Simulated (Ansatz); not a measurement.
# HCl, singlet: the ladder up to full CI

Geometry: a point of a stretch scan, not a stationary point.

```tsv
atom	x (Å)	y (Å)	z (Å)
Cl	0.0000	0.0000	0.0000
H	0.0000	0.0000	2.7560
```

Basis cc-pVDZ; Ansatz 0.2.0. Correlated methods freeze the noble-gas cores, which leaves 8 electrons in 18 orbitals. Prefix R: restricted or restricted open-shell reference; prefix U: unrestricted. Active spaces: pair = (2e, 2o) about the gap; valence = (8e, 5o) chosen from the atoms' valence shells.

Full CI is exact within this basis and frozen core; it isn't the basis-set limit. The frozen core follows each run's orbitals, which can shift R against U totals by a few meV.

Unrestricted rows (U) aren't spin-pure: their determinants' ⟨S²⟩ exceeds S(S+1) by up to 0.97, so they mix in states of higher spin.

- UHF ⟨S²⟩: 0.968
- T1 diagnostic (RCCSD): 0.0494
- largest doubles amplitude (RCCSD): 0.574

```tsv
level	E − E(full CI) (kJ/mol)	share of correlation (%)	wall time
RHF	645.1	0.00	–
UHF	354.6	45.03	–
RMP2	156.3	75.78	–
UMP2	63.7	90.13	–
CISD	101.1	84.33	0.36 s
RCCSD*	37.9	94.12	–
UCCSD	17.4	97.30	–
RCCSD(T)*	-3.7	100.57	0.6 s
UCCSD(T)	12.9	98.00	1 s
BCCD(T)*	-1.3	100.20	0.78 s
RCCSDT*	2.2	99.66	–
UCCSDT*	2.0	99.69	–
CISDTQ	3.6	99.45	1.4 s
RCCSDT(Q)*	-0.7	100.11	1.7 s
UCCSDT(Q)*	-0.2	100.02	3.8 s
RCCSDTQ*	0.1	99.98	7 s
UCCSDTQ*	0.2	99.97	30 s
CASSCF (pair space)	349.8	45.77	–
NEVPT2 (pair space)	44.9	93.04	0.21 s
MRCISD (pair space)	15.1	97.66	–
MRCISD+Q (pair space)	-2.0	100.31	0.36 s
CASSCF (valence space)	349.4	45.84	–
NEVPT2 (valence space)	82.2	87.26	0.24 s
MRCISD (valence space)	15.1	97.65	–
MRCISD+Q (valence space)	-1.8	100.28	0.51 s
```

An asterisk marks runs whose energy the program itself flagged as in doubt.

The correlation energy at full CI, counted from RHF, is -6.686 eV. That run took 12 s on 1 thread of Arm Neoverse V1, shared host over 2,342,800 determinants.

Times hold each run's SCF and search for its determinant on a shared host, so for small cases they say little of a method's own cost; they ran on 1 thread of Arm Neoverse V1.

More than 5 meV below full CI, which no variational method can be: RCCSD(T), BCCD(T), RCCSDT(Q), MRCISD+Q (pair space), MRCISD+Q (valence space).

The full-CI state has the irrep A1 of C2v, in the program's axes (one component, if the state is degenerate).

Natural occupations of full CI about the gap: 1.976 1.965 1.965 1.403 0.593 0.014 0.014 0.013 0.013 0.013; effectively unpaired electrons, Σ n²(2−n)², 1.41. No single determinant describes this state well, so single-reference rows can miss without a flag.
